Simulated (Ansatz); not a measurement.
# BH₅NO+ (SMILES [NH3+]BO): one structure at several levels

The atoms stand at a frame of a short trajectory. How far do the functionals agree with CCSD(T) there?

Program: Ansatz 0.2.0, Gaussian basis. Level of theory: single points in def2-TZVPP. These are calculated values, not measurements.

Cores are frozen in the correlated methods.

## 1. The starting structure

8 atoms, charge 1, spin multiplicity 1.

Atoms are counted from 1 here; the program's logs count them from 0.

Bond lengths: N1–B2 1.546 Å, N1–H4 1.030 Å, N1–H5 1.013 Å, N1–H6 1.064 Å, B2–O3 1.307 Å, B2–H7 1.156 Å, O3–H8 0.973 Å. Angles: B2–N1–H4 109.8°, B2–N1–H5 112.7°, B2–N1–H6 111.5°, H4–N1–H5 105.2°, H4–N1–H6 109.5°, H5–N1–H6 107.9°, N1–B2–O3 112.1°, N1–B2–H7 118.1°, O3–B2–H7 129.8°, B2–O3–H8 125.2°.

As a file:

```xyz
8
BH5NO
N    -0.4958    0.7357   -0.3784
B     0.5181   -0.2113    0.3034
O     0.1125   -1.4537    0.2965
H    -1.2908    0.1910   -0.7428
H    -0.1077    1.2103   -1.1843
H    -0.8519    1.4770    0.2966
H     1.4836    0.2493    0.7424
H     0.6137   -2.2092    0.6501
```

## 2. PBE-D4/def2-TZVPP

run/in.yaml

```yaml
crystal:
  periodic: [false, false, false]
  atoms:
    - {symbol: N, position_ang: [-0.495848, 0.735725, -0.378448]}
    - {symbol: B, position_ang: [0.518077, -0.211254, 0.303352]}
    - {symbol: O, position_ang: [0.112510, -1.453693, 0.296454]}
    - {symbol: H, position_ang: [-1.290786, 0.191020, -0.742813]}
    - {symbol: H, position_ang: [-0.107730, 1.210280, -1.184261]}
    - {symbol: H, position_ang: [-0.851870, 1.477044, 0.296582]}
    - {symbol: H, position_ang: [1.483584, 0.249276, 0.742428]}
    - {symbol: H, position_ang: [0.613721, -2.209203, 0.650114]}
basis:
  gaussian: {orbitals: def2-TZVPP}
total_charge: 1
hamiltonian: {xc: pbe, dispersion: d4}
output: {forces: true}
```

Launch:

```bash
$ ansatz run in.yaml --threads 2 --pin off --events-out ev --progress --plain --max-ram 3481MiB
```

## 3. r2SCAN-D4/def2-TZVPP

run/in.yaml, as its differences from that of step 2:

```diff
@@ -14,3 +14,3 @@
 total_charge: 1
-hamiltonian: {xc: pbe, dispersion: d4}
+hamiltonian: {xc: r2scan, dispersion: d4}
 output: {forces: true}
```

## 4. PBE0-D4/def2-TZVPP

run/in.yaml, as its differences from that of step 3:

```diff
@@ -14,3 +14,3 @@
 total_charge: 1
-hamiltonian: {xc: r2scan, dispersion: d4}
-output: {forces: true}
+hamiltonian: {xc: pbe0, dispersion: d4}
+output: {forces: true, orbitals: {seedname: orbitals}}
```

## 5. wB97M-V/def2-TZVPP

run/in.yaml, as its differences from that of step 4:

```diff
@@ -14,3 +14,3 @@
 total_charge: 1
-hamiltonian: {xc: pbe0, dispersion: d4}
-output: {forces: true, orbitals: {seedname: orbitals}}
+hamiltonian: {xc: {name: wB97M-V}}
+output: {forces: true}
```

## 6. CCSD(T)/def2-TZVPP

run/in.yaml, as its differences from that of step 5:

```diff
@@ -14,3 +14,3 @@
 total_charge: 1
-hamiltonian: {xc: {name: wB97M-V}}
+correlation: {method: ccsd_t}
 output: {forces: true}
```

(Steps that only read results are left out.)

**Question.** What will these runs give? Wanted: energy less free atoms, CCSD(T)/def2-TZVPP; RMS force component; RMS force error; HOMO and LUMO, PBE0-D4; T1 diagnostic.

The runs gave:

| quantity | value |
| --- | --- |
| energy less free atoms, CCSD(T)/def2-TZVPP | -22.538 eV |
| RMS force component | 0.515 to 0.567 eV/Å over the methods |
| RMS force error | PBE-D4 0.197, r2SCAN-D4 0.096, PBE0-D4 0.145, wB97M-V 0.082 eV/Å |
| HOMO and LUMO, PBE0-D4 | -15.51 and -5.86 eV |
| T1 diagnostic | 0.012 |

Against CCSD(T) the functionals' energies less atoms differ by -1.314 to -0.699 eV, PBE-D4 by -1.314 eV. A larger basis would deepen the CCSD(T) value, while the functionals are nearly converged already, so the order here is not reliable. On forces the order runs from wB97M-V to PBE-D4. Frozen-core CCSD(T) forces in triple zeta carry basis errors of their own, and this is one geometry, so small gaps rank nothing.
